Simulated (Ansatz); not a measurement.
Relaxation of ClH$_{6}$PSi (9 atoms, charge 0, multiplicity 1), to a largest force component of 0.03 eV/Å in at most 50 steps.

Level of theory: RKS BLYP-D4/6-31G* in Ansatz.

```xyz
9
Properties=species:S:1:pos:R:3
Si -0.127 0.059 -0.054
H -0.308 -0.074 1.398
H 1.293 -0.060 -0.462
H -0.623 1.402 -0.491
Cl -1.315 -1.333 -1.077
P 1.349 -2.674 1.351
H 0.097 -2.968 0.726
H 1.916 -2.128 0.157
H 0.911 -1.415 1.851
```

Q: Where does it end, and by what steps?

A: The run converged. The force dipped under the threshold on the way, but the program's further checks kept it going. After 7 steps the energy has fallen by 0.318 eV; H9 moved furthest, 0.61 Å.

| step | energy less start (eV) | largest force component (eV/Å) | accepted |
| --- | --- | --- | --- |
| 0 | 0.0000 | 0.833 | yes |
| 1 | -0.2420 | 0.203 | yes |
| 2 | -0.3080 | 0.128 | yes |
| 3 | -0.2880 | 0.418 | no |
| 4 | -0.3135 | 0.049 | yes |
| 5 | -0.3166 | 0.041 | yes |
| 6 | -0.3179 | 0.013 | yes |
| 7 | -0.3183 | 0.029 | yes |

```xyz
9
Properties=species:S:1:pos:R:3
Si -0.287 0.355 -0.201
H -0.476 0.274 1.274
H 1.155 0.213 -0.549
H -0.820 1.648 -0.718
Cl -1.360 -1.205 -1.101
P 1.488 -3.095 1.432
H 0.197 -3.111 0.803
H 2.089 -2.400 0.326
H 1.207 -1.870 2.133
```

Whether the end is a true minimum wasn't checked by a vibrational analysis.

Time of the run: 9.5 s on 2 threads of Arm Neoverse V2, on a shared host, peak memory 0.13 GiB.
